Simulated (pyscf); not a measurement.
Single points on ωB97X-D3(BJ)/def2-SVP structures (PySCF, gas phase).

`[CH3][InH][Cl]` + `[H][H]` -> `[CH3][InH2]` + `[ClH]`
Surface: singlet. Broken: Cl–In, H–H. Formed: H–In, Cl–H. Give ΔE‡ and ΔE from PBE/def2-TZVP, relative to the separated reactants.

ΔE‡ = 24.6 kcal/mol, ΔE = +28.8 kcal/mol. ωB97M-D3(BJ)/def2-TZVP gives 30.0 kcal/mol and +27.9 kcal/mol. Zero-point energy shifts the barrier by +1.4 kcal/mol. It is a four-centre exchange, with an imaginary mode of 962i cm⁻¹. On the product side the descent ends in an adduct with a Cl–In contact, 7.2 kcal/mol under the separated species and 5.8 kcal/mol under the saddle at ωB97X-D3(BJ)/def2-TZVP. At PBE the saddle lies under the separated products, which points to a path from their complex (located at ωB97X-D3(BJ) alone), and parting the products costs more than the saddle. What is counted as broken (Cl–In) persists as a longer contact in the product adduct; parting that adduct is a step of its own. This is the saddle that the search found; another between the same sides may lie lower. Elements past Kr carry the def2 core potentials, without spin-orbit coupling.
